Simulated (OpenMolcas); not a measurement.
**Which level was it?**

The species is CF2 (3 atoms), meant as a singlet with charge 0. SMILES: `F[C]F`. Geometry: relaxed at PBE0-D4/def2-TZVP.

```xyz
3

F     0.3163    0.9714    0.2816
C     0.3823   -0.3185    0.1752
F    -0.6986   -0.6529   -0.4567
```

A calculation with OpenMolcas 26.06 gave:

```json
{
 "total energy": "-236.7685 Eh",
 "dipole moment": "0.37 D",
 "HOMO energy": "-12.97 eV",
 "LUMO energy": "2.31 eV",
 "HOMO–LUMO gap": "15.28 eV",
 "largest force": "1.478 eV/Å"
}
```

Which of these levels gave the numbers?
A. HF/def2-TZVPP
B. B3LYP/6-31G* (Cartesian functions)
C. B2PLYP/def2-TZVPP
D. B3LYP/def2-TZVPP

A. The others give -237.6709 Eh (B2PLYP/def2-TZVPP), -237.6892 Eh (B3LYP/6-31G* (Cartesian functions)), -237.8067 Eh (B3LYP/def2-TZVPP).
